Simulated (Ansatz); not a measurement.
in.yaml

```yaml
crystal:
  periodic: [false, false, false]
  atoms:
    - {symbol: B, position_ang: [0.000000, 0.000000, 0.000000]}
    - {symbol: F, position_ang: [0.000000, 0.000000, 1.263100]}
basis:
  gaussian: {orbitals: 6-31G}
magnetization: {spin_polarized: false}
correlation: {method: bccd_t, electrons: outside_noble_gas}
```

```sh
$ ansatz run in.yaml --threads 1 --pin off --events-out ev --progress --plain --max-ram 2393MiB
```

The program prints:

```
201 factors; integrals over basis functions are off by at most 1.2e-4 eV
mean field evaluation 1: about -3374.9897 eV, gradient 1.9e1 eV
mean field evaluation 2: about -3374.9922 eV, gradient 1.9e1 eV
mean field evaluation 4: about -3375.7575 eV, gradient 9.4e-1 eV
mean field evaluation 8: about -3375.7620 eV, gradient 9.4e-4 eV
mean field evaluation 16: about -3375.7585 eV, gradient 1.7e-1 eV
mean field -3375.76197003 eV, -124.0569642250 hartree, gradient 1.7e-6 eV, S^2 0.000000; 0 other end points of the search recorded, 0 dependent functions left out
2 core orbitals not correlated: weight in the atoms' cores, before any rotation towards them, 1.000 or more for the frozen orbitals, at most 0.000 for the correlated occupied ones
reference -3375.76197003 eV, -124.0569642250 hartree; 5, 5 occupied and 11, 11 virtual orbitals, 201 factors
second order -4.54068164 eV of doubles, -0.00000000 eV of singles
cycle   1  -4.50641305 eV  change    3.4e-2 eV  update   8.9e-2
cycle   2  -4.74551526 eV  change   -2.4e-1 eV  update   3.7e-2
cycle   3  -4.83711478 eV  change   -9.2e-2 eV  update   2.0e-2
cycle   4  -4.83037932 eV  change    6.7e-3 eV  update   3.0e-3
cycle   5  -4.82993864 eV  change    4.4e-4 eV  update   1.1e-3
cycle   6  -4.83054675 eV  change   -6.1e-4 eV  update   1.9e-4
cycle   7  -4.83040181 eV  change    1.4e-4 eV  update   5.2e-5
cycle   8  -4.83040771 eV  change   -5.9e-6 eV  update   1.1e-5
perturbative correction -0.14413612 eV, -0.0052969047 hartree
Total energy: -3380.73651386 eV, -124.2397753388 hartree
```

For the same geometry and basis full CI lies 11.3 meV lower.

Ran on 1 thread of Arm Neoverse V1, shared host: 0.21 s wall, 0.06 GiB peak host memory.
